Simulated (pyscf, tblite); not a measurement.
C⁻≡N⁺–CH₃ + H₂ → H₂C=N–CH₃: energy along the mass-weighted descent from the GFN2-xTB saddle (tblite), relative to the relaxed reactant side, a complex of the molecules.

```
s (amu^1/2 bohr) | E (kcal/mol)
    -7.79 | #################### 0.6
    -7.69 | #################### 0.7
    -7.59 | #################### 0.8
    -7.45 | #################### 0.9
    -7.31 | ##################### 1.1
    -7.18 | ##################### 1.2
    -7.02 | ##################### 1.4
    -6.86 | ##################### 1.7
    -6.70 | ##################### 1.9
    -6.12 | ##################### 2.7
    -5.28 | ##################### 3.1
    -4.32 | ###################### 3.9
    -3.36 | ###################### 5.0
    -2.52 | ####################### 6.5
    -1.56 | ######################## 9.3
   -0.600 | ############################ 19.9
    0.240 | ############################## 23.7
     1.20 | ##################### 2.0
     2.16 | ###### -33.4
     3.00 |  -47.6
     3.20 |  -48.0
```

Task: The GFN2-xTB barrier from the reactant side is 24.6 kcal/mol. What does ωB97X-D3(BJ) (PySCF) give from its own reactant-side minimum, in def2-SVP and in def2-TZVP?

Result: 60.8 kcal/mol in the double-zeta basis after reoptimising the saddle, and 62.1 kcal/mol in the triple-zeta single point, so the tight-binding barrier lies 37.5 kcal/mol under the latter. The imaginary mode goes from 1160i to 1666i cm⁻¹.
